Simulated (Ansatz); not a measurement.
Wavefunction ladder for C2H4N2O, SMILES `NC1(O)C=N1`

| atom | x (Å) | y (Å) | z (Å) |
| --- | --- | --- | --- |
| N1 | -0.241 | 0.279 | 1.331 |
| C2 | 0.121 | 0.115 | -0.019 |
| O3 | 1.246 | 0.876 | -0.267 |
| C4 | -0.792 | -0.279 | -1.041 |
| N5 | 0.016 | -1.202 | -0.718 |
| H6 | 0.571 | 0.193 | 1.929 |
| H7 | -0.947 | -0.386 | 1.609 |
| H8 | 1.643 | 0.561 | -1.083 |
| H9 | -1.616 | -0.156 | -1.741 |

Total charge 0; spin multiplicity 1. All single points use the PBE0-D4/def2-TZVP geometry. It is one conformer, not always the lowest. Frozen core, restricted reference, Ansatz 0.2.0. CBS rows extrapolate triple and quadruple zeta; past MP2 they add the triple-zeta difference.

```tsv
basis	HF (Eh)	MP2 corr.	CCSD corr.	(T)	CCSD(T) total
def2-SVP	-261.53758	?	-0.80310	-0.02738	?
def2-TZVPP	-261.84957	?	?	?	?
def2-QZVPP	-261.86171	-1.03088	–	–	–
CBS(def2)	-261.86338	-1.08186	-1.09539	as TZ	-263.00312
```

Q: Fill in the withheld values. (An estimate is asked.)

A: Ansatz gave: def2-SVP MP2 corr.: -0.77661; def2-SVP CCSD(T) total: -262.36806; def2-TZVPP MP2 corr.: -0.96207; def2-TZVPP CCSD corr.: -0.97561; def2-TZVPP (T): -0.04435; def2-TZVPP CCSD(T) total: -262.86953.
